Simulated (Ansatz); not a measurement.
# C2H5B: small, medium and large basis sets

An exercise on one series of results from a longer session: the logs are not shown, and one member is left open.

The runs use Ansatz 0.2.0, Gaussian basis; one geometry, several basis sets.

Levels to be run: PBE0-D4/def2-SVP; ωB97M-V/def2-SVP; PBE0-D4/def2-QZVPP; ωB97M-V/def2-QZVPP; the functionals' def2-TZVPP values are taken from earlier runs.

## Structure used throughout

All runs share one geometry, relaxed beforehand with PBE0-D4 in a triple-zeta def2 set.

8 atoms, charge 0, spin multiplicity 1.

Atoms are counted from 1 here; the program's logs count them from 0.

Bond lengths: B1–C2 1.534 Å, B1–H4 1.199 Å, B1–H5 1.197 Å, C2–C3 1.339 Å, C2–H6 1.089 Å, C3–H7 1.086 Å, C3–H8 1.087 Å. Angles: C2–B1–H4 118.7°, C2–B1–H5 122.0°, H4–B1–H5 119.3°, B1–C2–C3 120.5°, B1–C2–H6 121.7°, C3–C2–H6 117.7°, C2–C3–H7 120.6°, C2–C3–H8 123.0°, H7–C3–H8 116.4°.

The first run:

Input file in.yaml:

```yaml
crystal:
  periodic: [false, false, false]
  atoms:
    - {symbol: B, position_ang: [-0.619153, 0.876253, -0.693948]}
    - {symbol: C, position_ang: [0.321991, 0.273488, 0.357517]}
    - {symbol: C, position_ang: [0.459546, -1.054278, 0.465497]}
    - {symbol: H, position_ang: [-1.226394, 0.135876, -1.414830]}
    - {symbol: H, position_ang: [-0.762792, 2.058315, -0.813355]}
    - {symbol: H, position_ang: [0.897394, 0.899504, 1.037344]}
    - {symbol: H, position_ang: [-0.092699, -1.722544, -0.189376]}
    - {symbol: H, position_ang: [1.114308, -1.523813, 1.195451]}
basis:
  gaussian: {orbitals: def2-SVP}
hamiltonian: {xc: pbe0, dispersion: d4}
output: {orbitals: {seedname: orbitals}}
```

Among the steps run: PBE0-D4 in def2-SVP; ωB97M-V in def2-SVP; PBE0-D4 in def2-QZVPP; ωB97M-V in def2-QZVPP.

One table of the session follows, with a row left open; its other results are not shown here.

It belongs to the step «Density functionals: the series». 

```
functional       basis  HOMO (eV)  LUMO (eV)
   PBE0-D4    def2-SVP      -8.48      -2.01
   PBE0-D4  def2-TZVPP          ?          ?
   PBE0-D4  def2-QZVPP      -8.52      -2.11
   ωB97M-V    def2-SVP     -10.70       0.11
   ωB97M-V  def2-TZVPP     -10.74      -0.06
   ωB97M-V  def2-QZVPP     -10.74      -0.10
```

Q: Estimate the row for PBE0-D4, def2-TZVPP from the others.

The run gave: HOMO (eV): -8.51; LUMO (eV): -2.09. In the column «HOMO (eV)» it lies between PBE0-D4, def2-QZVPP (-8.52) and PBE0-D4, def2-SVP (-8.48).
